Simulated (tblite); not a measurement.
# F3H3K: the cost of one run

Computed with tblite 0.8.0 and PySCF 2.14.0; each step states its level. No surroundings beyond the atoms listed, unless a continuum is named. Atoms count from 0, parts from 1.

## 1. The system as given

7 atoms, charge 1, multiplicity 1; geometry: rigid parts in contact. Parts: 1 = atom 0, `[K+]`, charge 1; 2 = atoms 1–2, `F`, charge 0; 3 = atoms 3–4, `F`, charge 0; 4 = atoms 5–6, `F`, charge 0.

## 2. Bringing the parts together with GFN2-xTB

Job settings and geometry (Å):

```
{"job": {"kind": "dock", "xc": "GFN2-xTB", "basis": "xTB"}, "charge": 1, "multiplicity": 1, "parts": [{"atoms": "0-0", "charge": 1, "multiplicity": 1}, {"atoms": "1-2", "charge": 0, "multiplicity": 1}, {"atoms": "3-4", "charge": 0, "multiplicity": 1}, {"atoms": "5-6", "charge": 0, "multiplicity": 1}]}
K     -0.105184    -0.028611     0.215164
F     -0.360284     1.318366     2.096413
H     -0.478679     1.840845     2.870448
F     -2.778476    -0.132618     0.317652
H     -3.718882    -0.136566     0.335477
F      2.174744    -0.980208    -0.906823
H      2.999955    -1.292341    -1.232494
```

Level: GFN2-xTB search for minima from random contacts, gas phase.

The run is started by

```console
> OMP_NUM_THREADS=1 python cluster_run.py task.json out
```

This one command runs all jobs of the session in turn.

Q: Estimate the wall time of this first job on 1 thread of Intel Xeon Platinum 8375C at 2.90GHz, shared host.

About 5.6 s.
